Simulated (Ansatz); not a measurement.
Cost and result for the atomization energy of C$_{3}$H$_{3}$NO (`C=C1OC1=N`) (8 atoms, 8 bonds).

```xyz
8

C    -0.717   -1.389    0.284
C     0.100   -0.388    0.067
O     1.487   -0.174   -0.032
C     0.622    0.887   -0.188
N     0.763    2.096   -0.415
H    -1.783   -1.214    0.298
H    -0.338   -2.389    0.450
H    -0.134    2.570   -0.463
```

The species carries charge 0 and has multiplicity 1. All single points use the PBE0-D4/def2-TZVP geometry. It is one conformer, not always the lowest. Program: Ansatz. All runs use 2 threads of an Arm Neoverse V2 on a shared host. Times are those of one run each, without the atoms' runs, and a repeat can differ threefold. Electronic energies, without spin–orbit coupling; frozen cores. CCSD(T)/CBS adds CCSD(T) − MP2 in def2-TZVPP to the MP2 limit, and its time is that of the two runs behind it. T1 = 0.016. B3LYP takes the VWN-RPA correlation (the form of Gaussian; ORCA's B3LYP/G).

CCSD(T)/CBS is a level of theory with its own doubt, some kJ/mol a heavy atom from the limit and from the frozen cores, so smaller differences don't rank the functionals.

| level | functions | wall time | atomization (kcal/mol) | difference from CCSD(T)/CBS | per bond |
| --- | --- | --- | --- | --- | --- |
| LDA (SPW92)/def2-TZVPP | 197 | 1.2 s | 991.3 | 169.8 | 21.2 |
| BLYP-D4/def2-TZVPP | 197 | 1.9 s | 842.9 | 21.4 | 2.7 |
| PBE0-D4/def2-TZVPP | 197 | 2.6 s | 839.7 | 18.2 | 2.3 |
| BHLYP-D4/def2-TZVPP | 197 | 2.6 s | 781.7 | -39.8 | -5.0 |
| CAM-B3LYP-D4/def2-TZVPP | 197 | 2.9 s | 830.7 | 9.2 | 1.2 |
| B3LYP-D4/def2-TZVPP (with forces) | 197 | 3.4 s | 829.7 | 8.2 | 1.0 |
| CCSD(T)/def2-SVP | 85 | 3.8 s | 777.3 | -44.2 | -5.5 |
| r2SCAN-D4/def2-TZVPP (with forces) | 197 | 4.7 s | 833.6 | 12.1 | 1.5 |
| B2PLYP/def2-TZVPP | 197 | 5 s | 820.5 | -1.0 | -0.1 |
| ωB97M-V/def2-TZVPP (with forces) | 197 | 9 s | 830.4 | 8.9 | 1.1 |
| MP2/def2-QZVPP | 375 | 18 s | 840.6 | 19.1 | 2.4 |
| CCSD(T)/def2-TZVPP | 197 | 82 s | 796.0 | -25.5 | -3.2 |
| CCSD(T)/CBS(def2) | – | 99 s | 821.5 | 0.0 | 0.0 |

At CCSD(T), def2-SVP lies −44.2 kcal/mol from the extrapolated value and def2-TZVPP −25.5 kcal/mol: correlation converges slowly with the basis, and small sets miss more of it in the bonded molecule than in its fragments. The D4 term adds +5.0 kcal/mol with B3LYP and +2.6 kcal/mol with PBE0; it sums over pairs of atoms, weighted by their polarisabilities, and B3LYP, whose exchange is more repulsive, gets the larger term. From PBE to PBE0 (25 % exact exchange), in def2-TZVPP and without D4, the atomization energy moves by −35.2 kcal/mol: exact exchange takes away binding that semilocal exchange gives to molecules.
